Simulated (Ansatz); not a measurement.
For 1T (CdI2-type) PtSe2, PBEsol+SOC (Ansatz, a program for electronic structure, PAW) gives:

equilibrium lattice constant a: 3.757 Å
c axis length: 4.882 Å

Problem. What does HSE06 (Ansatz, PAW) give for the same quantities?

Solution. 
- lattice constant a: 3.695 Å (drops by 1.7 %)
- lattice parameter c: 6.560 Å (goes up by 34 %)

For comparison: lattice constant a 3.727 Å (measured, temperature not stated, not corrected to a static lattice; as tabulated in Björkman (2014), arXiv:1406.2436); lattice parameter c 5.074 Å (measured, temperature not stated, zero-point anharmonic expansion removed (computed with revB86b-DF2); no thermal correction; as tabulated in Björkman (2014), arXiv:1406.2436).

Changes are worked out from the printed values.

Unless a cell is named, each level is at its own relaxed cell (PBEsol+SOC 19.89, HSE06 25.85 Å³/atom).

Levels without +SOC leave out spin–orbit coupling, which shifts energies and cells of such heavy elements.

Caveats: the cell comes from a level without a dispersion term, which matters for the spacing of layers, chains or molecules (PBEsol+SOC, HSE06). Ansatz's density-functional and Hartree–Fock values are scalar-relativistic unless marked +SOC, with PAW data made under PBE.
